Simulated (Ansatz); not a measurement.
Input file:

```yaml
crystal:
  periodic: [false, false, false]
  atoms:
    - {symbol: Sb, position_ang: [0.000000, -0.019641, 0.000000]}
    - {symbol: H, position_ang: [0.000000, 1.186306, -1.210269]}
    - {symbol: H, position_ang: [0.000000, 1.186365, 1.210211]}
basis:
  gaussian: {orbitals: def2-SVP}
total_charge: 1
magnetization: {spin_polarized: false}
correlation: {method: ccsdt_q, electrons: outside_noble_gas}
```

```sh
$ ansatz run in.yaml --threads 1 --pin off --events-out ev --progress --plain --max-ram 2393MiB
```

**Question.** Roughly how long does this take on 1 thread of Intel Xeon, shared host, and how much host memory?

**Answer.** 7.5 s wall and 0.11 GiB.

```
769 factors; integrals over basis functions are off by at most 1.7e-7 eV
mean field evaluation 1: about -6533.0012 eV, gradient 6.9e0 eV
mean field evaluation 2: about -6533.0053 eV, gradient 6.9e0 eV
mean field evaluation 4: about -6533.2286 eV, gradient 2.9e-1 eV
mean field evaluation 8: about -6533.2288 eV, gradient 2.4e-3 eV
mean field evaluation 16: about -6533.2282 eV, gradient 3.0e-1 eV
mean field -6533.22884560 eV, -240.0917316944 hartree, gradient 5.0e-7 eV, S^2 0.000000; 0 other end points of the search recorded, 0 dependent functions left out; unrestricted orbitals would lower it
9 core orbitals not correlated: weight in the atoms' cores, before any rotation towards them, 0.999 or more for the frozen orbitals, at most 0.000 for the correlated occupied ones
reference -6533.22884560 eV, -240.0917316944 hartree; 3, 3 occupied and 24, 24 virtual orbitals, 769 factors
second order -2.13845932 eV of doubles, -0.00000000 eV of singles
cycle   1  -2.59691874 eV  change   -4.6e-1 eV  update   6.3e-2
cycle   2  -2.87177612 eV  change   -2.7e-1 eV  update   2.9e-2
cycle   3  -2.88404130 eV  change   -1.2e-2 eV  update   7.7e-3
cycle   4  -2.88663501 eV  change   -2.6e-3 eV  update   3.2e-3
cycle   5  -2.88562305 eV  change    1.0e-3 eV  update   1.2e-3
cycle   6  -2.88549392 eV  change    1.3e-4 eV  update   5.2e-4
cycle   7  -2.88576848 eV  change   -2.7e-4 eV  update   2.3e-4
cycle   8  -2.88571468 eV  change    5.4e-5 eV  update   7.4e-5
cycle   9  -2.88567244 eV  change    4.2e-5 eV  update   2.1e-5
cycle  10  -2.88568624 eV  change   -1.4e-5 eV  update   6.4e-6
cycle  11  -2.88568816 eV  change   -1.9e-6 eV  update   2.2e-6
cycle  12  -2.88568838 eV  change   -2.3e-7 eV  update   7.7e-7
cycle  13  -2.88568737 eV  change    1.0e-6 eV  update   2.4e-7
cycle  14  -2.88568741 eV  change   -4.2e-8 eV  update   7.1e-8
perturbative correction -0.00199256 eV, -0.0000732251 hartree
Total energy: -6536.11652557 eV, -240.1978519758 hartree
```

For the same geometry and basis full CI lies 0.5 meV lower.
